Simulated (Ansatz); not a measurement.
**Nb: from a trial structure to a relaxed crystal**

These are results of Ansatz, DFT r2SCAN, scalar-relativistic, plane waves, PAW, not measurements. Cutoff 500 eV, Γ-centred k mesh, Gaussian smearing, no spin polarisation in the final step.

The start puts Nb on the graphite structure type (P6_3/mmc, No. 194), at a guessed volume.

```yaml
crystal:
  lattice:
    - [3.21972, 0.00000, 0.00000]
    - [-1.60986, 2.78836, 0.00000]
    - [0.00000, 0.00000, 8.76915]
  atoms:
    - { symbol: Nb, position: [0.00000, 0.00000, 0.25000] }
    - { symbol: Nb, position: [0.00000, 0.00000, 0.75000] }
    - { symbol: Nb, position: [0.33333, 0.66667, 0.75000] }
    - { symbol: Nb, position: [0.66667, 0.33333, 0.25000] }
```

Steps on the 6×6×2 mesh (4 atoms). 12 of 23 steps are shown, and the free energy counts from the last. Trial steps that were taken back and renewals of the plane-wave basis can be among the rows.

| step | ΔF (meV/atom) | V (Å³/atom) | P (GPa) |
| --- | --- | --- | --- |
| 1 | 7263.9 | 19.68 | 162.16 |
| 3 | 3448.8 | 23.48 | 53.29 |
| 5 | 1913.4 | 25.78 | 13.06 |
| 7 | 1357.9 | 24.97 | 2.27 |
| 9 | 827.3 | 23.03 | 2.63 |
| 11 | 289.1 | 20.95 | 5.61 |
| 13 | 100.7 | 21.28 | -3.44 |
| 15 | 89.6 | 20.52 | 0.13 |
| 17 | 89.2 | 20.24 | 0.42 |
| 19 | 18.2 | 20.34 | 3.96 |
| 21 | 1.0 | 21.22 | -0.82 |
| 23 | 0.0 | 21.07 | 0.07 |

Steps on the 6×6×4 mesh (4 atoms). 4 of 4 steps are shown, and the free energy counts from the last.

```
step  ΔF (meV/atom) V (Å³/atom) P (GPa)
   1           12.0        21.07     2.49
   2            1.9        21.63    -1.26
   3            0.2        21.36     0.00
   4            0.0        21.36     0.00
```

Steps on the 12×12×10 mesh (4 atoms). 4 of 6 steps are shown, and the free energy counts from the last.

```tsv
step	ΔF (meV/atom)	V (Å³/atom)	P (GPa)
1	3.8	21.36	0.60
2	0.4	21.47	-0.16
3	0.1	21.34	0.42
6	0.0	21.42	0.00
```

A final relaxation ran on a 12×12×10 mesh. The relaxed crystal, P6_3/mmc (No. 194):

```
Nb
1.0
     4.51992    0.00000    0.00000
    -2.25996    3.91436    0.00000
     0.00000    0.00000    4.84229
Nb
4
Direct
  0.00000 0.00000 0.25000
  0.00000 0.00000 0.75000
  0.33333 0.66667 0.75000
  0.66667 0.33333 0.25000
```

| Item | Value |
| --- | --- |
| Volume per atom | 21.42 Å³ |
| Density | 7.20 g/cm³ |
| Energy over the standard structure | 1.41 eV/atom |
| Gap on the 12×12×10 mesh | 0 eV (a metal) |

Energies count from the standard state of Nb at the same level.

The final run used a 12×12×10 mesh on its 4-atom cell and 0.10 eV smearing. For metals, differences of a few meV/atom aren't resolved.

A structure relaxed within its symmetry needn't be a true minimum.